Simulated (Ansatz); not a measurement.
# Al2S (triplet): from Hartree-Fock to the top rungs, def2-QZVPP

An exercise on one series of results from a longer session: the logs are not shown, and one member is left open.

Computed with Ansatz 0.2.0, Gaussian basis. Level: def2-QZVPP, core rule «outside noble gas», up to 15 orbitals frozen.

To be run: UHF; ROHF; CCSD(T) on UHF.

7 further runs of the same task are left out: 1 that didn't finish, 6 set aside as unsound or not needed.

**The geometry**

The geometry is a PBE0/def2-TZVP stationary point (not a proven minimum).

3 atoms, charge 0, spin multiplicity 3.

Atoms are counted from 1 here; the program's logs count them from 0.

Bond lengths: Al1–S2 2.194 Å, S2–Al3 2.166 Å. Angles: Al1–S2–Al3 180.0°.

Geometry (Å):

```xyz
3
Al2S
Al    0.0000    0.0000    2.1847
S     0.0000    0.0000   -0.0096
Al    0.0000    0.0000   -2.1751
```

Set-up of the first run:

The input, in.yaml:

```yaml
crystal:
  periodic: [false, false, false]
  atoms:
    - {symbol: Al, position_ang: [0.000000, 0.000000, 2.184700]}
    - {symbol: S, position_ang: [0.000000, 0.000000, -0.009600]}
    - {symbol: Al, position_ang: [0.000000, 0.000000, -2.175100]}
basis:
  gaussian: {orbitals: "def2-QZVPP.json"}
magnetization: {spin_polarized: true, initial_magnetization: 2}
hamiltonian: {xc: hf}
output: {orbitals: {seedname: orbitals}}
```

Started as:

```
> ansatz run in.yaml --threads 1 --pin off --events-out ev --progress --plain --max-ram 2393MiB
```

Among the steps run: UHF; ROHF; CCSD(T) on UHF.

One of the session's tables, all rows but one given; the rest of the session is left out.

It belongs to the step «Misses and costs». 

```
  method  from UCCSD(T) (meV)
    ROHF              +8901.6
     UHF              +8865.5
    UMP2                    ?
   UCCSD               +546.7
UCCSD(T)                    0
```

Q: Estimate the row for UMP2 from the others.

As computed: from UCCSD(T) (meV): +1243.9. In the column «from UCCSD(T) (meV)» it lies between UCCSD (+546.7) and UHF (+8865.5).
